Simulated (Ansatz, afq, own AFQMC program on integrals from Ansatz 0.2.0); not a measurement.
**AFQMC, coupled cluster and functionals along a coordinate of CuNH₂, singlet**

```yaml
atoms:
  - { symbol: Cu, position_ang: [0.0000, 0.0000, 0.3741] }
  - { symbol: N, position_ang: [0.0000, 0.0000, -1.4139] }
  - { symbol: H, position_ang: [0.0000, 0.8366, -1.9696] }
  - { symbol: H, position_ang: [0.0000, -0.8366, -1.9696] }
```

The Cu1–N2 distance is changed with both sides rigid. Energies in kcal/mol count from this geometry (1.788 Å) at the same level; the start stands on RHF, each point on the determinant named.

Basis def2-SVP. Noble-gas cores (and the filled d shells of Ga–Kr and In–Xe) are frozen. Ansatz 0.2.0 and our own AFQMC program on the same integrals; the CISD trial comes from CCSD amplitudes, and released means the phaseless constraint is let go. Uncertainties: one standard error, sampling alone. The metal's outer-core s and p shells are frozen, which shifts wave-function levels against functionals.

Cautions, each for one point or more: CCSDT(Q) on the RHF determinant differs, so the two series follow different states; CCSDT(Q) on the UHF determinant differs, perhaps since the unrestricted series falls towards higher spin; higher spins were not checked; no relativity below Rb; outer-core shells of the metal frozen; restricted determinant unstable towards unrestricted; strong correlation; the ph-AFQMC/CISD walk drifts between its halves; unrestricted determinant spin contaminated; walk and cluster series may follow different spin states.

```json
{"r(Cu1–N2) / Å": "1.403", "det.": "RHF", "T1": "0.028", "weight": "0.86", "⟨S²⟩": "pure", "wB97M-V": "69.2", "CCSD": "76.0", "CCSD(T)": "74.3"}
{"r(Cu1–N2) / Å": "2.904", "det.": "RHF", "T1": "0.040", "weight": "0.83", "⟨S²⟩": "pure", "wB97M-V": "–", "CCSD": "63.3", "CCSD(T)": "62.1"}
{"r(Cu1–N2) / Å": "3.996", "det.": "UHF†¶", "T1": "0.010", "weight": "0.90", "⟨S²⟩": "1.01", "wB97M-V": "63.5§", "CCSD": "46.1", "CCSD(T)": "48.0"}
{"r(Cu1–N2) / Å": "6.137", "det.": "UHF†¶", "T1": "0.010", "weight": "0.90", "⟨S²⟩": "1.01", "wB97M-V": "64.2§", "CCSD": "46.6", "CCSD(T)": "48.5"}
```

**Question.** Estimate the curve of phaseless AFQMC with a CISD trial, counted from the same start.

**Answer.** 
```tsv
r(Cu1–N2) / Å	det.	T1	weight	⟨S²⟩	ph-AFQMC/CISD
1.403	RHF	0.028	0.86	pure	74.4 ± 0.2
2.904	RHF	0.040	0.83	pure	63.3 ± 0.3
3.996	UHF†¶	0.010	0.90	1.01	49.5 ± 0.2
6.137	UHF†¶	0.010	0.90	1.01	49.9 ± 0.2
```

Weight is that of the determinant in the CISD state; at the start T1 is 0.041 and the weight 0.84. ¶ marks points with a poor determinant and no full CI, where no value is sure; they don't count among the departures. A dagger marks points whose determinant fills other symmetries than the start's, so the wave-function levels may follow another state there, or a degenerate partner. A dash marks a missing value, a released energy that hasn't settled or a functional that sits on another state. § marks a functional whose ⟨S²⟩ is too high by over 0.1. Largest departures from phaseless AFQMC with a CISD trial: CCSD(T) -1.2 kcal/mol at 2.904 (on RHF), CCSD 1.6 kcal/mol at 1.403 (on RHF). The walk's constraint bias lies outside its error bars, so these are departures and not errors. The functionals aren't scored here. In this small basis the wave-function levels are far from their limit, so their gap to the functionals isn't the functionals' error.

A walk keeps the symmetry of its determinant, which the program's search chose and which needn't be the lowest solution, so a lower state of the same spin and another symmetry isn't excluded.
